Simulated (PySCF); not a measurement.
One of the candidates below gave these computed data.

All candidates are C6H10.

| technique | computed result |
| --- | --- |
| Dipole | 0.33 D [CAM-B3LYP/def2-SVPD] |
| UV, strongest line | among the 10 lowest singlet transitions: S2 at 7.08 eV (175 nm, f = 0.249) [TDDFT CAM-B3LYP/def2-SVPD] |
| Polarisability | 69.0 au [CAM-B3LYP/def2-SVPD] |
| Triplet | lowest triplet excitation (Tamm–Dancoff): 4.29 eV [TDA CAM-B3LYP/def2-SVPD] |
| 13C NMR | chemical shifts (computed TMS as zero) by class: 136.0 (2 C), 27.7 (2 C), 24.2 (2 C) ppm [GIAO PBE0/pcSseg-1] |
| Valence photoelectron | vertical ionisation energy: 9.01 eV [ΔSCF CAM-B3LYP/def2-SVPD] |
| Rotational structure | rotational constants A, B, C: 4.757, 4.562, 2.564 GHz [PBE0-D3(BJ)/def2-SVP] |

The electronic properties come from PySCF, for the isolated species, density fitting. Levels stand in brackets. The structure is a single PBE0-D3(BJ)/def2-SVP conformer in the gas phase; no vibrational or solvent corrections. Each NMR value is the plain mean over a class of atoms that symmetry, rotation or inversion makes alike.

Question: Which candidate is it?
A. `C1C[C@H]2C[C@@H]1C2`
B. `C1C[C@H]2CC[C@@H]12`
C. `C=C(C)C1CC1`
D. `C1=CCCCC1`
E. `C#CC(C)(C)C`

Answer: D. It is `C1=CCCCC1`. Numbering: `[CH:1]1=[CH:2][CH2:3][CH2:4][CH2:5][CH2:6]1`. Its formula, C6H10, gives 2 degrees of unsaturation: 1 ring and 1 π bond in the structure found. 6 carbons fall into 3 classes; from least to most shielded: alkene CH carbon [C1/C2] (136.0 ppm, 2 C), allylic carbon [C3/C6] (27.7 ppm, 2 C), ring CH2 carbon [C4/C5] (24.2 ppm, 2 C). The first electron is taken from the HOMO, whose largest Löwdin shares are 0.33 on each of 2 atoms of one kind (alkene CH carbon) and 0.08 on each of 2 atoms of one kind (allylic carbon). The optimised geometry has point group C2 and is an asymmetric top.

The others, at the same levels:
- `C=C(C)C1CC1` fails: it has 5 carbon classes against 3; its computed 13C shifts are 156.0 (1 C), 115.3 (1 C), 26.0 (1 C), 19.2 (1 C), 6.7 (2 C) ppm, strongest line among the 10 lowest singlet transitions is S1 at 6.86 eV (181 nm, f = 0.252) (against S2 at 7.08 eV) and static isotropic polarisability is 71.1 au (against 69.0 au).
- `C1C[C@H]2CC[C@@H]12` fails: its computed vertical ionisation energy is 9.81 eV (against 9.01 eV), lowest triplet excitation (Tamm–Dancoff) is 7.39 eV (against 4.29 eV) and strongest line among the 10 lowest singlet transitions is S5 at 8.28 eV (150 nm, f = 0.065) (against S2 at 7.08 eV).
- `C#CC(C)(C)C` fails: it has 4 carbon classes against 3; its computed 13C shifts are 95.8 (1 C), 73.7 (1 C), 32.8 (3 C), 27.5 (1 C) ppm, vertical ionisation energy is 9.98 eV (against 9.01 eV) and lowest triplet excitation (Tamm–Dancoff) is 5.40 eV (against 4.29 eV).
- `C1C[C@H]2C[C@@H]1C2` fails: its computed 13C shifts are 41.0 (2 C), 40.9 (2 C), 28.9 (2 C) ppm, vertical ionisation energy is 10.72 eV (against 9.01 eV) and lowest triplet excitation (Tamm–Dancoff) is 8.21 eV (against 4.29 eV).

Each candidate is one conformer, not necessarily the lowest. Dipoles, sizes and rotational constants follow the conformer. The torsions of the flexible species, by atom-mapped SMILES:
- `[CH2:1]=[C:2]([CH3:3])[CH:4]1[CH2:5][CH2:6]1`: C1–C2–C4–C5 20°

The conformers of `C1C[C@H]2C[C@@H]1C2` aren't listed.
